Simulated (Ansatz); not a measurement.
Program: Ansatz. Geometries: PBE0-D4/def2-TZVP. ΔE: electronic, gas phase. CBS: MP2 limit from def2 TZ/QZ plus the TZ coupled-cluster correction, frozen cores. This one scheme is used for every species. DFT in def2-TZVPP. Each species was taken in one conformer, which may not be the lowest.

`C=C(O)S` + CH₃SH → `C=C(O)CS` + H₂S  (formal exchange of groups at a C–S bond)

```
             level  ΔE (kcal/mol)  difference from CCSD(T)/CBS
           PBE0-D4           -4.4                          1.0
           ωB97X-V           -5.1                          0.3
            r2SCAN           -3.9                          1.5
              PBE0           -3.8                          1.6
     HF/def2-TZVPP           -6.2                         -0.8
SCS-MP2/def2-TZVPP           -5.5                         -0.1
     HF/def2-QZVPP           -6.0                         -0.6
SCS-MP2/def2-QZVPP           -5.2                          0.2
      HF/CBS(def2)           -6.0                         -0.6
    CCSD/CBS(def2)           -5.7                         -0.3
       CCSD(T)/CBS           -5.4                            0
```

Largest T1 diagnostic among the species: 0.012.

The D4 term adds −0.9 kcal/mol with B3LYP and −0.6 kcal/mol with PBE0; it sums over pairs of atoms, weighted by their polarisabilities, and B3LYP, whose exchange is more repulsive, gets the larger term. From PBE to PBE0 (25 % exact exchange), in def2-TZVPP and without D4, ΔE moves by −1.2 kcal/mol.

B3LYP here is the variant with VWN-RPA as its local correlation; programs differ in this.
